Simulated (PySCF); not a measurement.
H3P. Atoms are numbered in the order given.

```xyz
4

P      0.0000     0.0000     0.1290
H     -1.0308    -0.5951    -0.6451
H      0.0000     1.1902    -0.6451
H      1.0308    -0.5951    -0.6451
```

Coordinates come from a PBE0-D3(BJ)/def2-TZVPD optimisation.

Level of theory: PBE/def2-TZVPD in PySCF.

Symmetry labels are those of the subgroup Cs that the program uses (full group C3v).

Computed valence orbital energies around the gap with their symmetry:
```json
[
 {"orbital": "HOMO−7", "symmetry": "A'", "energy (eV)": "-171.44"},
 {"orbital": "HOMO−6", "symmetry": "A\"", "energy (eV)": "-122.90"},
 {"orbital": "HOMO−5", "symmetry": "A'", "energy (eV)": "-122.90"},
 {"orbital": "HOMO−4", "symmetry": "A'", "energy (eV)": "-122.78"},
 {"orbital": "HOMO−3", "symmetry": "A'", "energy (eV)": "-15.97"},
 {"orbital": "HOMO−2", "symmetry": "A'", "energy (eV)": "-9.41"},
 {"orbital": "HOMO−1", "symmetry": "A\"", "energy (eV)": "-9.41"},
 {"orbital": "HOMO", "symmetry": "A'", "energy (eV)": "-6.71"},
 {"orbital": "LUMO", "symmetry": "A'", "energy (eV)": "-0.32"},
 {"orbital": "LUMO+1", "symmetry": "A'", "energy (eV)": "-0.26"},
 {"orbital": "LUMO+2", "symmetry": "A\"", "energy (eV)": "-0.26"},
 {"orbital": "LUMO+3", "symmetry": "A'", "energy (eV)": "2.15"}
]
```
